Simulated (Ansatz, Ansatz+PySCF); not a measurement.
```xyz
11

C     1.3970    0.0000    0.0000
C     0.7708    1.2260    0.0000
C    -0.6310    1.2129    0.0000
C    -1.3222    0.0000    0.0000
C    -0.6310   -1.2129    0.0000
C     0.7708   -1.2260    0.0000
H     1.3261    2.1679    0.0000
H    -1.1817    2.1579    0.0000
H    -2.4148    0.0000    0.0000
H    -1.1817   -2.1579    0.0000
H     1.3261   -2.1679    0.0000
```

UHF-MP2 on doublet C6H5 was run in several spherical basis sets with Ansatz (development build ahead of 0.2.0). Frozen core: 6 orbitals. Caution for UHF-MP2: the unrestricted determinant is spin contaminated.

(1) Rank the basis sets by the total energy that they give, lowest first, with the distance from the lowest.
A. 6-31G(d)
B. def2-SVP
C. cc-pVDZ

## Answers

(1) C (0.00 eV), A (1.38 eV), B (5.19 eV).

Totals follow the description of the cores as much as that of the bonds, so this order isn't one of quality for chemistry.
